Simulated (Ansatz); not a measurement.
## Molecular dynamics of AlH₃

Input:

```yaml
crystal:
  periodic: [false, false, false]
  atoms:
    - { symbol: Al, position_ang: [0.013863, -0.015013, -0.005063] }
    - { symbol: H, position_ang: [0.629285, 0.66662, 1.275538] }
    - { symbol: H, position_ang: [-1.332367, -0.826807, 0.104357] }
    - { symbol: H, position_ang: [0.744719, 0.1149, -1.395132] }
basis:
  gaussian: { orbitals: def2-SVP }
hamiltonian:
  xc: { name: BHLYP }
md:
  timestep: 0.5
  n_steps: 400
  ensemble: nvt_langevin
  temperature: 700.0
  initial_velocities: maxwell_boltzmann
  seed: 793635
  friction: 0.01
scf:
  lower_state_search: "off"
```

Command:

```bash
$ ansatz run input.yaml --threads 1 --pin off --max-ram 2048MiB --backend cpu --events-out ev --progress --plain --runs-dir out
```

It starts from a relaxed structure.

Output, in part (step lines, the closing report, with atoms numbered from 0):

```
md step     0: t =     0.00 fs  T =   525.0 K  F+E_penalty+E_count = -6642.74097722 eV  E_kin = 0.271446 eV  (8 SCF iters)
md step     1: t =     0.50 fs  T =   526.5 K  F+E_penalty+E_count = -6642.73534173 eV  E_kin = 0.272241 eV  (11 SCF iters)
md step     2: t =     1.00 fs  T =   493.0 K  F+E_penalty+E_count = -6642.71876400 eV  E_kin = 0.254914 eV  (11 SCF iters)
md step     3: t =     1.50 fs  T =   453.2 K  F+E_penalty+E_count = -6642.69338268 eV  E_kin = 0.234346 eV  (11 SCF iters)
md step     4: t =     2.00 fs  T =   352.4 K  F+E_penalty+E_count = -6642.66249753 eV  E_kin = 0.182217 eV  (11 SCF iters)
md step     5: t =     2.50 fs  T =   358.9 K  F+E_penalty+E_count = -6642.62978210 eV  E_kin = 0.185559 eV  (11 SCF iters)
md step     6: t =     3.00 fs  T =   307.8 K  F+E_penalty+E_count = -6642.60078817 eV  E_kin = 0.159149 eV  (11 SCF iters)
md step     7: t =     3.50 fs  T =   255.7 K  F+E_penalty+E_count = -6642.58256521 eV  E_kin = 0.132185 eV  (10 SCF iters)
[... lines left out ...]
md step   397: t =   198.50 fs  T =   490.1 K  F+E_penalty+E_count = -6642.67721024 eV  E_kin = 0.253376 eV  (11 SCF iters)
md step   398: t =   199.00 fs  T =   491.7 K  F+E_penalty+E_count = -6642.68426694 eV  E_kin = 0.254245 eV  (11 SCF iters)
md step   399: t =   199.50 fs  T =   532.8 K  F+E_penalty+E_count = -6642.68854644 eV  E_kin = 0.275493 eV  (11 SCF iters)
md step   400: t =   200.00 fs  T =   536.3 K  F+E_penalty+E_count = -6642.68969567 eV  E_kin = 0.277302 eV  (11 SCF iters)
Total energy: -6642.68983495 eV, -244.1143488576 hartree
Atom 0 at    -0.539273     0.743597    -0.473708 Å, force     0.673590     0.493772     0.261885 eV/Å
Atom 1 at    -1.172843    -0.041634    -1.641067 Å, force    -0.320040    -0.027525    -0.468075 eV/Å
Atom 2 at    -0.196513    -0.118788     0.791822 Å, force    -0.028556     0.070526     0.215113 eV/Å
Atom 3 at    -0.043011     2.284238    -0.561094 Å, force    -0.324995    -0.536774    -0.008923 eV/Å
Dipole moment:    -0.074972     0.040851    -0.006815 e Å
```

The steps, from the saved trajectory:

```json
{"time (fs)": "0.0", "T (K)": "525", "potential energy less start (eV)": "0.000"}
{"time (fs)": "6.5", "T (K)": "480", "potential energy less start (eV)": "0.048"}
{"time (fs)": "13.0", "T (K)": "309", "potential energy less start (eV)": "0.203"}
{"time (fs)": "19.5", "T (K)": "363", "potential energy less start (eV)": "0.105"}
{"time (fs)": "26.0", "T (K)": "471", "potential energy less start (eV)": "0.018"}
{"time (fs)": "32.5", "T (K)": "490", "potential energy less start (eV)": "0.104"}
{"time (fs)": "39.0", "T (K)": "251", "potential energy less start (eV)": "0.273"}
{"time (fs)": "45.5", "T (K)": "507", "potential energy less start (eV)": "0.135"}
{"time (fs)": "52.0", "T (K)": "683", "potential energy less start (eV)": "0.052"}
{"time (fs)": "58.5", "T (K)": "524", "potential energy less start (eV)": "0.082"}
{"time (fs)": "65.0", "T (K)": "559", "potential energy less start (eV)": "0.123"}
{"time (fs)": "71.5", "T (K)": "660", "potential energy less start (eV)": "0.148"}
{"time (fs)": "78.0", "T (K)": "634", "potential energy less start (eV)": "0.170"}
{"time (fs)": "84.5", "T (K)": "762", "potential energy less start (eV)": "0.088"}
{"time (fs)": "91.0", "T (K)": "536", "potential energy less start (eV)": "0.067"}
{"time (fs)": "97.5", "T (K)": "389", "potential energy less start (eV)": "0.108"}
{"time (fs)": "104.0", "T (K)": "398", "potential energy less start (eV)": "0.066"}
{"time (fs)": "110.5", "T (K)": "638", "potential energy less start (eV)": "0.061"}
{"time (fs)": "117.0", "T (K)": "558", "potential energy less start (eV)": "0.056"}
{"time (fs)": "123.5", "T (K)": "716", "potential energy less start (eV)": "0.100"}
{"time (fs)": "130.0", "T (K)": "568", "potential energy less start (eV)": "0.205"}
{"time (fs)": "136.5", "T (K)": "756", "potential energy less start (eV)": "0.101"}
{"time (fs)": "143.0", "T (K)": "955", "potential energy less start (eV)": "0.090"}
{"time (fs)": "149.5", "T (K)": "963", "potential energy less start (eV)": "0.158"}
{"time (fs)": "156.0", "T (K)": "827", "potential energy less start (eV)": "0.060"}
{"time (fs)": "162.5", "T (K)": "406", "potential energy less start (eV)": "0.146"}
{"time (fs)": "169.0", "T (K)": "451", "potential energy less start (eV)": "0.070"}
{"time (fs)": "175.5", "T (K)": "424", "potential energy less start (eV)": "0.036"}
{"time (fs)": "182.0", "T (K)": "359", "potential energy less start (eV)": "0.042"}
{"time (fs)": "188.5", "T (K)": "338", "potential energy less start (eV)": "0.078"}
{"time (fs)": "195.0", "T (K)": "460", "potential energy less start (eV)": "0.091"}
```

All steps were run. The mean temperature of the second half is 19 % below the set value. A run of 0.2 ps of so small a system gives no equilibrium averages.

The same pairs are bonded in the first frame and the last. Pairs count as bonded within 1.25 times the sum of covalent radii (0.12 Å more for H–H).

Last frame:

```xyz
4
Properties=species:S:1:pos:R:3
Al -0.539 0.744 -0.474
H -1.173 -0.042 -1.641
H -0.197 -0.119 0.792
H -0.043 2.284 -0.561
```

Run time: 94 s on 1 thread of Arm Neoverse V2, on a shared host, peak memory 0.069 GiB.
